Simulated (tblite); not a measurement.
Isomers of C6H6. Calculated harmonic vibrations of the isolated species, GFN2-xTB (tblite), most abundant isotopes, no scaling. Errors from tens to a few hundred cm⁻¹ against measured bands are possible. One conformer each.

Electronic energies: GFN2-xTB at the same geometries; isomer energies are rough at this level and their order can be wrong.

```csv
SMILES,"electronic energy, lowest = 0 (kcal/mol)"
C1=CC2C3C1C23,51.5
C=C1C=CC=C1,32.3
C12C3C1C1C2C31,70.2
c1ccccc1,0.0
```

**Question.** How do GFN2-xTB zero-point energies change the relative energies?

**Answer.** 
```
        SMILES  ZPE (kcal/mol)  of it from modes above 1550 cm⁻¹  electronic (kcal/mol)  with ZPE, lowest = 0 (kcal/mol)  lowest mode (cm⁻¹)  rings
      c1ccccc1            61.2                              31.0                    0.0                              0.0                 369      1
   C=C1C=CC=C1            59.8                              31.5                   32.3                             30.9                 179      1
 C1=CC2C3C1C23            60.7                              29.2                   51.5                             51.0                 492      4
C12C3C1C1C2C31            61.1                              26.7                   70.2                             70.2                 627      5
```

The zero-point energies span 1.4 kcal/mol, from `C=C1C=CC=C1` to `c1ccccc1`. The order is unchanged.

**Question.** What do entropy and thermal enthalpy add at 298.15 K and 1 bar (rigid rotor, harmonic oscillator, one conformer each)?

**Answer.** 
```tsv
SMILES	point group	symmetry number	S (cal/(mol K))	H − H(0) (kcal/mol)	ZPE + H − H(0) − TS (kcal/mol)
c1ccccc1	D6h	12	64.7	3.47	45.4
C=C1C=CC=C1	C2v	2	70.5	3.81	42.6
C1=CC2C3C1C23	C2v	2	66.5	3.25	44.1
C12C3C1C1C2C31	D3h	6	63.1	3.05	45.4
```
